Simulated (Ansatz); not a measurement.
Worked example: C5H11Cl + C4H10 → C5H12 + C4H9Cl

Species: C5H11Cl (1-chloropentane) `CCCCCCl`, singlet; C4H10 `CCCC`, singlet; C5H12 (pentane) `CCCCC`, singlet; C4H9Cl `CCCCCl`, singlet. The partners trade Cl for H; both sit on C, so the bond types are kept.

Shapes, held fixed at every level: PBE0-D4/def2-TZVP. Flexible molecules stand in one conformer, not always the lowest. Programs: Ansatz 0.2.0. Electronic energies: no zero-point or thermal term.

At CCSD(T)/CBS estimate; 1 Eh = 2625.50 kJ/mol:

```
species  energy (Eh)
C5H11Cl  -656.679985
  C4H10  -158.241596
  C5H12  -197.501709
 C4H9Cl  -617.418858
```

Task: Work out ΔE of the reaction at this level.

Result: 
1. Products less reactants: (-197.501709) + (-617.418858) − [(-656.679985) + (-158.241596)] = 0.001014 Eh = +2.7 kJ/mol.

Other levels give +2.0 (SPW92/def2-TZVPP) to +3.4 kJ/mol (B2PLYP/def2-TZVPP). No measured value is set beside it here. The CBS estimate extrapolates MP2 from def2-TZVPP and def2-QZVPP and adds CCSD(T) − MP2 in the triple-zeta set, cores frozen. That is about zero within the method's error.
